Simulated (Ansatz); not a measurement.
Two isomers of C4H6O: A = `C=CC(=C)O`, B = `CC1=C(O)C1`.

Isolated molecules relaxed with PBE0-D4/def2-TZVP in Ansatz; ΔE leaves out vibrations. CCSD(T)/CBS adds triple-zeta CCSD(T) − MP2 to the extrapolated MP2 energy (def2 sets, frozen cores). Functionals use def2-TZVPP. B3LYP here is the variant with VWN-RPA as its local correlation; programs differ in this. Each species was taken in one conformer, which may not be the lowest.

(1) Which isomer does CCSD(T)/CBS put lower? Give the gap. (An estimate is asked.)

(2) Give E(B) − E(A) in kcal/mol with MP2/def2-TZVPP, HF/def2-TZVPP, B3LYP, CCSD(T)/def2-TZVPP, PBE-D4, B3LYP-D4, B2PLYP. (Best estimate.)

Largest T1 diagnostic: 0.012.

## Answers

(1) The calculation gave: A, by 35.4 kcal/mol.

(2) The calculation gave: MP2/def2-TZVPP 31.8, HF/def2-TZVPP 38.2, B3LYP 35.3, CCSD(T)/def2-TZVPP 35.1, PBE-D4 30.5, B3LYP-D4 35.9, B2PLYP 34.8. None reverses the order clearly.

In def2-TZVPP, CCSD(T) changes the Hartree–Fock value by −3.1 kcal/mol (the triples alone add +0.3 kcal/mol) and MP2 by −6.4 kcal/mol.
